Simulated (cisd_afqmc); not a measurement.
Input (AFQMC/CISD/cc-pVDZ; cisd_afqmc is a phaseless AFQMC code with CISD trial states that reads the integrals written by Ansatz):

Ansatz 0.2 input:
```python
import cisd_afqmc

open("ham.yaml", "w").write("""\
crystal:
  periodic: [false, false, false]
  atoms:
    - {symbol: C, position_ang: [0.00000000, 0.00000000, 0.00000000]}
    - {symbol: H, position_ang: [-0.91735784, -0.13145752, -0.63016769]}
    - {symbol: H, position_ang: [0.19015165, 1.06908770, -0.27718520]}
    - {symbol: H, position_ang: [-0.34859334, -0.62708691, 0.86091956]}
    - {symbol: H, position_ang: [1.07579953, -0.31054327, 0.04643333]}
basis:
  gaussian:
    orbitals: cc-pVDZ
total_charge: 1
magnetization: {spin_polarized: true, initial_magnetization: 1}
correlation: {method: ccsd, electrons: outside_noble_gas, hamiltonian_folder: ham}
""")
rep = cisd_afqmc.ansatz("ham.yaml")
e_ccsd = rep["correlation"]["coupled_cluster"]["energy"]["hartree"]
out = cisd_afqmc.run("ham", e_ccsd, trial="CISD", walkers=200, populations=8, threads=8, dt=0.005, steps=40, early=24, settle=10, least=32,
    cut=5e-5, rank_cut=2e-4, target=0.0004, seconds=1500, seed=1, memory=17280, gpu=False)
```

Output:

```
orbitals 33, occupied [4, 3], factors 175 of 301, rank of the doubles 102 of 206
E(HF) = -39.761179
E(CCSD) on the cut factors = -39.919243, shift to the whole factors -0.000017
Energy of the trial state on the determinant = -39.919183
  tau behind 7.2 of longer steps, mean of the populations' last blocks
   2.0  -39.92326
   4.0  -39.92294
   6.0  -39.92298
   8.0  -39.92303
blocks 268 (1 outliers left out), error by blocks joined: 1: 0.00006, 2: 0.00007, 4: 0.00008, 8: 0.00009, 16: 0.00009
E(AFQMC/CISD) = -39.92297 +/- 0.00009
```
